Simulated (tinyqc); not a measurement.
Inside a calculation. Method: CCSD on RHF in the sto-3g basis, frozen core, for H2O, spin multiplicity 1. One step of it, computed by the program tinyqc.

Task: CCSD: starting amplitudes. t_ij^ab = <ij||ab> / (e_i + e_j - e_a - e_b), whose energy is MP2.

orbital energies (hartree): MO1 -20.243064, MO2 -1.291811, MO3 -0.629423, MO4 -0.466228, MO5 -0.396662, MO6 0.645219, MO7 0.774010

Two-electron integrals over orbitals (pq|rs), unique and non-zero (hartree); the lowest 1 orbital is frozen and left out:
```
(22|22) 0.733769    (32|22) -0.003521   (32|32) 0.146877    (33|22) 0.655022
(33|32) 0.001755    (33|33) 0.644701    (42|22) 0.011726    (42|32) -0.000197
(42|33) 0.007252    (42|42) 0.120776    (43|22) -0.001846   (43|32) 0.016545
(43|33) -0.001005   (43|42) 0.002568    (43|43) 0.046470    (44|22) 0.675138
(44|32) 0.001824    (44|33) 0.606776    (44|42) -0.104578   (44|43) -0.003662
(44|44) 0.796092    (52|52) 0.142973    (53|52) 0.001436    (53|53) 0.029659
(54|52) -0.048359   (54|53) -0.000922   (54|54) 0.058043    (55|22) 0.746637
(55|32) 0.000742    (55|33) 0.637454    (55|42) -0.066690   (55|43) -0.003395
(55|44) 0.734283    (55|55) 0.880159    (62|22) 0.145209    (62|32) 0.004421
(62|33) 0.080128    (62|42) 0.018428    (62|43) -0.003389   (62|44) 0.090869
(62|55) 0.160861    (62|62) 0.103673    (63|22) 0.014051    (63|32) -0.036969
(63|33) 0.008867    (63|42) -0.006739   (63|43) -0.025990   (63|44) 0.014024
(63|55) 0.018191    (63|62) 0.010156    (63|63) 0.067819    (64|22) 0.088868
(64|32) -0.006980   (64|33) 0.042710    (64|42) -0.031446   (64|43) -0.001636
(64|44) 0.119546    (64|55) 0.110445    (64|62) 0.058814    (64|63) 0.011547
(64|64) 0.065490    (65|52) 0.059672    (65|53) 0.002762    (65|54) -0.003331
(65|65) 0.039330    (66|22) 0.623233    (66|32) 0.016741    (66|33) 0.578775
(66|42) 0.059133    (66|43) 0.008082    (66|44) 0.553031    (66|55) 0.594886
(66|62) 0.099315    (66|63) -0.006349   (66|64) 0.041813    (66|66) 0.606280
(72|22) -0.015084   (72|32) 0.035507    (72|33) -0.006858   (72|42) 0.000244
(72|43) -0.035531   (72|44) -0.011028   (72|55) -0.016824   (72|62) -0.004921
(72|63) 0.035565    (72|64) -0.007142   (72|66) -0.011448   (72|72) 0.060751
(73|22) 0.128908    (73|32) 0.005355    (73|33) 0.090174    (73|42) -0.077307
(73|43) -0.000674   (73|44) 0.160444    (73|55) 0.184829    (73|62) 0.076603
(73|63) 0.008302    (73|64) 0.074518    (73|66) 0.037619    (73|72) -0.011218
(73|73) 0.151234    (74|22) -0.004068   (74|32) -0.078603   (74|33) -0.004306
(74|42) 0.000731    (74|43) 0.005698    (74|44) -0.007946   (74|55) -0.006762
(74|62) -0.006361   (74|63) 0.040463    (74|64) 0.002217    (74|66) -0.013383
(74|72) -0.015229   (74|73) -0.008936   (74|74) 0.069650    (75|52) -0.006081
(75|53) 0.023346    (75|54) 0.000820    (75|65) -0.001529   (75|75) 0.023978
(76|22) -0.002556   (76|32) 0.097657    (76|33) 0.004322    (76|42) -0.005735
(76|43) 0.043085    (76|44) 0.005985    (76|55) 0.001810    (76|62) -0.003114
(76|63) -0.059170   (76|64) -0.006604   (76|66) 0.016673    (76|72) -0.012394
(76|73) 0.009796    (76|74) -0.056263   (76|76) 0.110667    (77|22) 0.628286
(77|32) -0.018727   (77|33) 0.617528    (77|42) -0.010233   (77|43) -0.008463
(77|44) 0.611492    (77|55) 0.626219    (77|62) 0.069953    (77|63) 0.019445
(77|64) 0.039704    (77|66) 0.568601    (77|72) -0.005517   (77|73) 0.086802
(77|74) 0.008452    (77|76) -0.015910   (77|77) 0.626502
```

Give: Starting amplitudes; correlation energy.

Result:

Starting amplitudes (spin orbitals 1a, 1b, ...; amplitudes related by a flip of all spins are not repeated; the 24 largest):
```
from      to        t
3a 3b  7a 7b  -0.0539
3a 4b  6b 7a   0.0296
4a 4b  6a 6b  -0.0295
4a 4b  7a 7b  -0.0281
2a 2b  6a 6b  -0.0268
3a 3b  6a 6b  -0.0266
2a 3b  6a 7b  -0.0229
2a 4b  6a 6b  -0.0193
5a 5b  6a 6b  -0.0189
3a 4b  6a 7b  -0.0161
2a 2b  7a 7b  -0.0147
3a 4a  6a 7a   0.0135
2a 3a  6a 7a  -0.0123
2a 3b  6b 7a   0.0106
5a 5b  7a 7b  -0.0102
3a 4b  6a 6b  -0.0048
2a 4b  7a 7b   0.0046
3a 4b  7a 7b   0.0034
2a 3b  7a 7b   0.0032
2a 3b  6a 6b  -0.0032
3a 3b  6a 7b  -0.0031
2a 4b  6b 7a  -0.0022
2a 4b  6a 7b   0.0020
2a 2b  6a 7b   0.0012
```

correlation energy = -0.033259 hartree
